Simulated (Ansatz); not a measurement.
# Litharge SnO

Calculation: PBEsol (PAW; Ansatz, a quantum-chemistry and plane-wave program).

Run with plane-wave cutoff 520 eV, 10×10×8 k mesh (along the axes of the cell as run), Fermi–Dirac smearing 0.01 eV, scalar-relativistic PAW data made under PBE.

Cell (measured lattice):

```
SnO
1.0
    3.80100     0.00000     0.00000
    0.00000     3.80100     0.00000
    0.00000     0.00000     4.83500
Sn O
2 2
Cartesian
  1.90050   0.00000   3.68959
  0.00000   1.90050   1.14541
  1.90050   1.90050   0.00000
  0.00000   0.00000   0.00000
```

| Quantity | Value |
|---|---|
| band gap | 0.03 eV |
| smallest direct gap on the k points sampled | 1.93 eV |
| direct gap at Γ | 2.07 eV |

Note: cell and atoms aren't relaxed at this level (largest force component 0.20 eV/Å, pressure 0.5 GPa).

Spin–orbit coupling is not included; it can close the smallest gap of 0.03 eV.

The computed numbers hold no vibrational or temperature effects.

Computing time: about 28 core-seconds (a rough figure).
